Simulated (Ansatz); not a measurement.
`C[Si]Cl` + H–F → `C[Si]F` + HCl at 700 K and 1 bar (ligand exchange at the Si–Cl bond).

Calculated with Ansatz (gas phase, PBE0-D4/def2-TZVP geometries, no zero-point term in ΔE). CCSD(T)/CBS is the MP2 limit (def2-TZVPP, def2-QZVPP) plus CCSD(T) − MP2 in def2-TZVPP, frozen cores. This one scheme is used for every species.

| species | CCSD(T)/CBS energy (Eh) | H − E (kJ/mol) | S (J/(mol·K)) |
| --- | --- | --- | --- |
| `C[Si]Cl` | -788.72093 | 144.7 | 366.5 |
| H–F | -100.39570 | 45.2 | 198.5 |
| `C[Si]F` | -428.74649 | 145.4 | 354.0 |
| HCl | -460.38127 | 38.4 | 211.8 |

H − E and S are ideal-gas, rigid-rotor, harmonic terms from PBE0-D4/def2-TZVP. 1 Eh = 2625.50 kJ/mol, R = 8.31446 J/(mol·K).

Q: By hand: ΔE, ΔH, ΔS and ΔG.

A: ΔE = (-428.74649) + (-460.38127) − (-788.72093) − (-100.39570) = -0.01113 Eh = -29.2 kJ/mol. Δ(H − E) = 145.4 + 38.4 − 144.7 − 45.2 = -6.1, so ΔH = -35.3 kJ/mol. ΔS = 354.0 + 211.8 − 366.5 − 198.5 = 0.8 J/(mol·K). ΔG = -35.3 − 700 × (0.8)/1000 = -35.9 kJ/mol.

Q: By hand: the equilibrium constant, and the temperature at which ΔG would vanish if ΔH and ΔS stayed fixed.

A: log₁₀ K = −ΔG/(RT ln 10) = 2.7. ΔH and −TΔS have one sign here, so there is no such temperature. One of them is within its doubt of zero, so this could turn.

The number of gas molecules stays the same, so ΔS is small and ΔH decides. A doubt of 5 kJ/mol in ΔE shifts log₁₀ K by 0.4 here. These are equilibria of isolated gas molecules and say nothing of rates. Largest T1 diagnostic: 0.014 (customary marks: 0.02 for closed shells, 0.045 for open ones).
